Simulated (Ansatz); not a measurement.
C₂H₄F₂O₂ (`OCC(O)(F)F`) at its PBE0-D4/def2-TZVP geometry, where that method's forces vanish. The species carries charge 0 and has multiplicity 1.

```tsv
atom	x (Å)	y (Å)	z (Å)
O1	1.125	-0.979	0.950
C2	-0.108	-0.903	0.300
C3	-0.235	0.347	-0.546
O4	-0.059	1.447	0.229
F5	0.657	0.355	-1.567
F6	-1.459	0.367	-1.138
H7	1.232	-0.183	1.478
H8	-0.958	-0.911	0.994
H9	-0.192	-1.765	-0.363
H10	-0.004	2.226	-0.337
```

Q: For each bond, give half the difference of the two atoms' forces along it (eV/Å; positive pushes the atoms apart) under PBE-D4, r2SCAN-D4, B3LYP-D4, ωB97M-V in def2-TZVPP. (An estimate is asked.)

A: The calculation gave: 
```tsv
bond	length (Å)	PBE-D4	r2SCAN-D4	B3LYP-D4	ωB97M-V
O1–C2	1.396	0.33	0.30	0.32	0.29
O1–H7	0.962	0.39	0.00	-0.05	-0.11
C2–C3	1.515	-0.18	-0.15	-0.08	-0.08
C2–H8	1.097	0.06	-0.07	-0.13	-0.15
C2–H9	1.090	0.10	-0.07	-0.16	-0.14
C3–O4	1.357	0.29	0.15	0.16	0.17
C3–F5	1.356	0.58	0.28	0.30	0.14
C3–F6	1.361	0.57	0.29	0.29	0.13
O4–H10	0.965	0.35	0.00	-0.05	-0.09
```

B3LYP here is the variant with VWN-RPA as its local correlation; programs differ in this.

Results of the Gaussian-basis code of Ansatz.
